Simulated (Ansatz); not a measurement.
Two shapes of singlet H₅O₂(+).

Shape 1:

```xyz
7

H     0.0000    0.0000   -0.0248
O     1.1917    0.0423    0.0327
O    -1.1917   -0.0423    0.0327
H     1.6054    0.8024    0.4713
H    -1.6054   -0.8024    0.4713
H     1.7350   -0.2354   -0.7208
H    -1.7350    0.2354   -0.7208
```

Shape 2:

```xyz
7

H     0.0000    0.0000   -0.0228
O     1.0963    0.0389    0.0301
O    -1.0963   -0.0389    0.0301
H     1.4769    0.7382    0.4336
H    -1.4769   -0.7382    0.4336
H     1.5962   -0.2166   -0.6632
H    -1.5962    0.2166   -0.6632
```

Basis set: 6-31G* (spherical functions). Frozen core: 2 orbitals. Charge 1, multiplicity 1.

Computed with Ansatz (development build ahead of 0.2.0); each method stands on the lowest determinant of its kind that the runs found.

(1) Which shape is lower in energy, and by how much in each method?

Answers

(1)

```json
{"method": "RHF", "E(2) − E(1) (eV)": "0.831"}
{"method": "RHF-MP2", "E(2) − E(1) (eV)": "1.236"}
```

Shape 1 is lower. Caution: no unrestricted run beside it, a lower state can exist.
